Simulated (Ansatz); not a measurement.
# CH4B− (SMILES B[CH2-]): functionals against CCSD(T) at one geometry

The task here is to estimate one member of a computed series from the others.

Method: single points in def2-TZVPPD; program: Ansatz 0.2.0, Gaussian basis.

Cores are frozen in the correlated methods. B3LYP uses VWN-RPA correlation.

## The starting structure

SMILES `B[CH2-]`, 6 atoms, charge -1, spin multiplicity 1.

Atoms are counted from 1 here; the program's logs count them from 0.

Bond lengths: B1–C2 1.451 Å, B1–H3 1.256 Å, B1–H4 1.011 Å, C2–H5 1.243 Å, C2–H6 1.060 Å. Angles: C2–B1–H3 122.2°, C2–B1–H4 112.8°, H3–B1–H4 119.7°, B1–C2–H5 112.5°, B1–C2–H6 127.6°, H5–C2–H6 119.9°.

As a file:

```
B     0.0675   -0.7342    0.0950
C    -0.1571    0.6970    0.0077
H     1.1078   -1.2774   -0.3528
H    -0.7923   -1.2641    0.1472
H     0.8331    1.3079   -0.4292
H    -1.0450    1.2272    0.2388
```

Set-up of the first run:

Input file run/in.yaml:

```yaml
crystal:
  periodic: [false, false, false]
  atoms:
    - {symbol: B, position_ang: [0.067500, -0.734200, 0.095000]}
    - {symbol: C, position_ang: [-0.157100, 0.697000, 0.007700]}
    - {symbol: H, position_ang: [1.107800, -1.277400, -0.352800]}
    - {symbol: H, position_ang: [-0.792300, -1.264100, 0.147200]}
    - {symbol: H, position_ang: [0.833100, 1.307900, -0.429200]}
    - {symbol: H, position_ang: [-1.045000, 1.227200, 0.238800]}
basis:
  gaussian: {orbitals: "def2-TZVPPD.json"}
total_charge: -1
correlation: {method: ccsd_t}
output: {forces: true}
```

The basis file named in the input lies beside it (Basis Set Exchange, JSON).

The command line of these runs was not kept.

Steps of the session up to this table: CCSD(T)/def2-TZVPPD; PBE0-D4/def2-TZVPPD; wB97M-V/def2-TZVPPD; r2SCAN-D4/def2-TZVPPD; PBE-D4/def2-TZVPPD; B3LYP-D4/def2-TZVPPD; HSE06-D4/def2-TZVPPD.

One table of the session follows, with a row left open; its other results are not shown here.

```
   method  RMS force component (eV/Å)  angle to CCSD(T) forces (°)
  CCSD(T)                       2.724                    reference
  PBE0-D4                       2.756                          3.3
  wB97M-V                       2.716                          3.8
r2SCAN-D4                       2.721                          3.0
   PBE-D4                           ?                            ?
 B3LYP-D4                       2.681                          3.1
 HSE06-D4                       2.756                          3.2
```

Estimate the missing values for PBE-D4.

The run gave: RMS force component (eV/Å): 2.720; angle to CCSD(T) forces (°): 2.9. In the column «RMS force component (eV/Å)» it lies between wB97M-V (2.716) and r2SCAN-D4 (2.721).

Limits of these values: The anion's highest level is positive in at least one run, so there the basis alone may hold the extra electron.
